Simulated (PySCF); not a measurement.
## Which determinant of BF lies lowest?

Unrestricted PBE0; B jorge-DZP-DKH, F jorge-DZP-DKH; spin-free X2C with a Gaussian nucleus (PySCF 2.14). Outer shells of the fragments: B 2s2 2p1; F 2s2 2p5.

Followed along the bond (rough minima from three points):

```json
{"2Ms+1": "1", "unpaired": "none", "⟨S²⟩ at the start": "0.00", "R at minimum (Å)": "1.29", "Te (eV)": "0.00"}
{"2Ms+1": "3", "unpaired": "σ ↑, π ↑", "⟨S²⟩ at the start": "2.00", "R at minimum (Å)": "1.33", "Te (eV)": "3.15"}
```

Solutions found at the starting distance of 1.430 Å, counted from the lowest of them; the search is not exhaustive and high or unbound solutions are not listed, so other states can lie among these:

```
2Ms+1  unpaired   term  E (eV)  ⟨S²⟩  ⟨Lz²⟩  μ (D)
    1      none    ¹Σ⁺    0.00  0.00   0.00   0.13
    3  σ ↑, π ↑     ³Π    2.97  2.00   1.00  -1.21
    1  σ ↓, π ↑  mixed    4.11  1.00   1.00  -0.92
    3      σ ↑↑    ³Σ⁺    8.25  2.01   0.00  -1.82
    3      π ↑↑    ³Σ⁻    8.54  2.06   0.00  -2.28
    3      π ↑↑  mixed    9.26  2.01   2.01   3.83
```

A term symbol is given only where ⟨S²⟩ and ⟨Lz²⟩ are close to those of a pure state; real π, δ and φ orbitals otherwise mix terms. A positive dipole means B(−)F(+).

Problem. Compare the gap between the two lowest followed solutions at the starting distance with the gap between their minima.

Solution. At PBE0 the second solution (triplet, unpaired electrons σ ↑, π ↑) lies +2.97 eV from the first (singlet, closed shell) at 1.430 Å and +3.15 eV at the minima; the two curves relax by different amounts, since their minima lie near 1.33 and 1.29 Å.

Counting both spins, an empty level lies below a filled one in some of these solutions, because spin and occupation are held.
